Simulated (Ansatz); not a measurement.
## Relaxing CsBe

Computed with DFT PBE, scalar-relativistic, plane waves, PAW in Ansatz 0.2.0. Cutoff 420 eV, Γ-centred k mesh, Gaussian smearing, no spin polarisation in the final step.

A relaxed cell is given with its space group left out.

```yaml
crystal:
  lattice:
    - [4.39522, 0.00000, 0.00000]
    - [0.00000, 4.39522, 0.00000]
    - [0.00000, 0.00000, 4.39522]
  atoms:
    - { symbol: Cs, position: [0.50000, 0.50000, 0.50000] }
    - { symbol: Be, position: [0.00000, 0.00000, 0.00000] }
```

The zero of energy is the elements' standard structures at the same level; no fitted shifts are applied.

Problem. What space group does it have?

Solution. Pm-3m (No. 221). Conventional cell: a = 4.395 Å. Cs has 8 Be at 3.81 Å and 6 Cs at 4.40 Å; Be has 8 Cs at 3.81 Å and 6 Be at 4.40 Å.

Problem. How far does it lie from the elements in energy?

Solution. 1.27 eV/atom.

Problem. Is it a metal?

Solution. Yes, bands cross the Fermi level on the 12×12×14 mesh.

The final run used a 12×12×14 mesh on its 2-atom cell and 0.10 eV smearing. For metals, differences of a few meV/atom aren't resolved. The cell came from a trial start, so CsBe may not exist in this structure.

Cost: 3 runs of about 0.83 core-minutes in all, on Arm Neoverse V2 (shared hosts).